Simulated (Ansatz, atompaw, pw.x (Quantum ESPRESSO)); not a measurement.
## From atom to crystal: PAW (atompaw) potential for Bi

| Property | Result |
| --- | --- |
| Element | Bi (Z = 83) |
| Generator | atompaw 4.2.0.5 |
| Type | PAW |
| Functional | PBEsol |
| Relativity | scalar-relativistic |
| Frozen core | [Xe] 4f14 |
| Valence charge | 15 |
| Reference configuration | 5d10 6s2 6p3 |
| Partial waves | 6s (bound): rc 1.95 bohr; 6s channel at -0.75 Ry: rc 1.95 bohr; 6p (bound): rc 2.80 bohr; 6p channel at 1.1 Ry: rc 2.80 bohr; 5d (bound): rc 1.90 bohr; 5d channel at 1.85 Ry: rc 2.80 bohr |
| Local potential | bessel scheme, radius 2.25 bohr |
| Core correction | smooth core density matched at 2.65 bohr |
| Augmentation charge | besselshape compensation charge, radius 2.75 bohr; PAW radius 2.80 bohr; waves and projectors: custom polynom2 7 10 vanderbiltortho |

Crystal test: bcc Bi in pw.x 7.5, no spin, 12³ k-points, Fermi–Dirac smearing 0.01 Ry, cutoffs 170/900 Ry. The reference is all-electron LAPW (Ansatz 0.2.0) with the same functional, mesh and smearing; V0 and B0 come from Birch–Murnaghan fits to the pressures at five volumes. Errors are pseudo minus all-electron; Δ is the rms difference of the E(V) curves that follow from these fits, minima aligned, over ±6 % about the mean V0. Mesh and smearing are coarse, so the numbers serve the comparison and aren't converged zero-temperature values; the lattice is a test structure that the element need not adopt.

```tsv
V (Å³/atom)	P all-electron (GPa)	P pseudo (GPa)
28.533	3.25	3.58
29.284	1.41	1.68
30.035	-0.18	0.06
30.786	-1.55	-1.34
31.537	-2.73	-2.57
```

All-electron: a0 = 3.913 Å (V0 = 29.95 Å³/atom), B0 = 59.8 GPa.

Pseudopotential: mean pressure error (GPa): +0.24; a0 (Å): 3.918; a0 error (%): +0.13; B0 error (%): +0.6; Δ (meV/atom): 1.6.

**Question.** At the middle volume, how do free energy and pressure move when the wave cutoff is lowered (ecutrho held at 900 Ry)?

**Answer.**

| cutoff (Ry) | shift of F (meV/atom) | shift of P (GPa) |
| --- | --- | --- |
| 76 | +24.2 | -0.11 |
| 102 | +15.9 | -0.27 |
| 136 | +6.5 | -0.14 |

The run at the middle volume (72 k-points, 7 iterations) took about 1.7 min on one core of a shared host (Intel(R) Xeon(R) Platinum 8488C, 96 threads, 744 GiB, load 44).
